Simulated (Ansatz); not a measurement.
## Worked example: correlation energy of SiH₃⁺, singlet

Geometry: a point of a stretch scan, not a stationary point.

```yaml
atoms:
  - { symbol: Si, position_ang: [0.0152, -0.0258, 0.0001] }
  - { symbol: H, position_ang: [1.4871, -0.0115, 0.0000] }
  - { symbol: H, position_ang: [-1.2023, 2.0367, -0.0047] }
  - { symbol: H, position_ang: [-0.7084, -1.3076, 0.0031] }
```

Basis cc-pVDZ; Ansatz 0.2.0. Correlated methods freeze the noble-gas cores, which leaves 6 electrons in 28 orbitals. Prefix R: restricted or restricted open-shell reference.

Full CI is exact within this basis and frozen core; it isn't the basis-set limit.

Runs differ by some tens of microhartree through their thresholds, so steps under 0.03 kcal/mol mean nothing.

| level | total energy (hartree) |
| --- | --- |
| RHF | -290.229671 |
| RMP2 | -290.323607 |
| RCCSD | -290.358989 |
| RCCSD(T) | -290.362311 |
| RCCSDT | -290.363379 |
| RCCSDT(Q) | -290.363534 |
| RCCSDTQ | -290.363582 |
| full CI | -290.363582 |

What is the correlation energy at full CI, and what share of it do RMP2 and RCCSD(T) recover?

E(corr) = -290.363582 − (-290.229671) = -0.133911 hartree = -3.644 eV. RMP2: -0.093936 / -0.133911 = 70.15 %. RCCSD(T): -0.132640 / -0.133911 = 99.05 %.

By how many kcal/mol does RCCSD(T) miss full CI (1 hartree = 627.509 kcal/mol), and which steps make up the rest?

-290.362311 − (-290.363582) = 0.001271 hartree = 0.80 kcal/mol. Steps: RCCSDT − RCCSD(T) = -0.67, RCCSDT(Q) − RCCSDT = -0.10, RCCSDTQ − RCCSDT(Q) = -0.03, full CI − RCCSDTQ = 0.00 kcal/mol. That is within 1 kcal/mol of the reference in this basis, which itself misses far more of the correlation at the basis-set limit.
